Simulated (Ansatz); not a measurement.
Tetradymite Bi₂Te₃, treated with rVV10 (PAW; Ansatz, a quantum-chemistry and plane-wave program).

Total energies, extrapolated to zero smearing (they compare only within this program, potentials and cutoff):

```json
[
 {"system": "tetradymite Bi₂Te₃, relaxed", "energy (eV/atom)": "-9205.6883"},
 {"system": "rhombohedral A7 Bi", "energy (eV/atom)": "-12473.8857"},
 {"system": "trigonal Te", "energy (eV/atom)": "-7026.5092"}
]
```

Question: Work out the enthalpy of formation per atom.

Answer: ΔH_f ≈ ΔE = -9205.6883 − [2 × (-12473.8857) + 3 × (-7026.5092)]/5 = -0.228 eV/atom (0 K, no vibrations). The reference value is -0.163 ± 0.004 eV/atom (measured, 298 K, copied from a table, unchecked, no zero-point or thermal correction; as tabulated in Wang et al. (2021), doi:10.1038/s41598-021-94550-5), a difference of -0.065 eV/atom.

Spin–orbit coupling is left out; its size isn't shown.

The PAW data were made under PBE.
